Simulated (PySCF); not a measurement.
Compound: methacrolein, C₄H₆O.
Geometry (PBE0-D3(BJ)/def2-TZVP, Å), atoms numbered from 1 in this order:
```
atom  x, y, z in Å
C1    -0.018    1.404   -0.451
C2     0.045    0.122   -0.092
C3    -0.731   -0.501    1.016
C4     0.959   -0.749   -0.857
O5     1.109   -1.925   -0.647
H6    -0.667    2.112    0.050
H7     0.589    1.779   -1.270
H8    -1.277   -1.375    0.654
H9    -1.433    0.206    1.457
H10   -0.056   -0.863    1.796
H11    1.520   -0.234   -1.666
```

Linear response at PBE0/aug-cc-pVTZ (PySCF, frozen core in the response, non-relativistic). The structure is a single PBE0-D3(BJ)/def2-TZVP conformer in the gas phase; no vibrational or solvent corrections.

Static isotropic polarisability: 54.90 au (8.14 Å³), principal values 37.7, 54.9, 72.1 au.

**Question.** What is the polarisability at 1064 nm and at the sodium D line?

**Answer.** 55.52 au at 1064 nm (+1.1 %), 57.03 au at 589.3 nm (+3.9 %). The rise at 589.3 nm is 3.45 times that at 1064 nm; a pure ω² law gives 3.26. The lowest singlet lies at 330 nm, shorter than both wavelengths.

**Question.** What is the isotropic C6 coefficient between two such molecules, C6 = (3/π)∫α(iω)² dω?

**Answer.** 1190 au (Eh·bohr⁶) by a ten-point quadrature over imaginary frequencies, which is 711 eV·Å⁶ or 68.6 J·nm⁶/mol.

**Question.** Which effective excitation energy ω̄ makes London's formula C6 = (3/4)α²ω̄ exact here?

**Answer.** ω̄ = 4·C6/(3α²) = 0.527 Eh = 14.3 eV. A one-pole form α(ω) = α/(1 − ω²/ω̄²) fitted to the 1064 nm value gives 11.0 eV.

**Question.** What molar refraction at the D line follows from R = (4π/3)·N_A·α′, with α′ the polarisability volume?

**Answer.** α′ = 8.45 Å³ gives R = 21.32 cm³/mol, for isolated, non-vibrating species.

**Question.** How anisotropic is the static polarisability, by Δα² = ½[(α1 − α2)² + (α2 − α3)² + (α3 − α1)²]?

**Answer.** Δα = 29.8 au, or 0.54 of the isotropic value.

**Question.** What n − 1 at the D line would an ideal gas of it have at 273.15 K and 1 atm (2.6868 × 10¹⁹ cm⁻³), by n − 1 = 2π·N·α′?

**Answer.** 14.27 × 10⁻⁴, a formal value whether or not that pressure can be reached.

**Question.** What three-body coefficient follows from the one-pole estimate C9 = (3/4)·α·C6?

**Answer.** 49000 au. This is an estimate from the two numbers above, not a computed integral.

**Question.** How many electrons N does the Slater–Kirkwood formula C6 = (3/4)·√N·α^(3/2) need to give this C6?

**Answer.** N = (4·C6/3)²/α³ = 15.2; the species has 38 electrons in all.

**Question.** The lowest 10 singlets have (eV, f): 3.75, 0.000; 5.96, 0.288; 6.55, 0.024; 6.69, 0.001; 6.98, 0.013; 7.05, 0.032; 7.18, 0.012; 7.39, 0.001; 7.56, 0.008; 7.66, 0.056. What share of the static polarisability do they carry in the sum over states α = Σ f/ω²?

**Answer.** 8.11 au, 14.8 % of α; the largest term, 6.00 au, is that of the state at 5.96 eV. Their oscillator strengths add up to 0.43. Higher states carry the rest.

On one thread of an Arm Neoverse V1, shared host with 64 logical CPUs at a one-minute load of 60, this took 62 s and 1.1 GiB of memory at its peak. This is the whole response run at PBE0/aug-cc-pVTZ, SCF included.
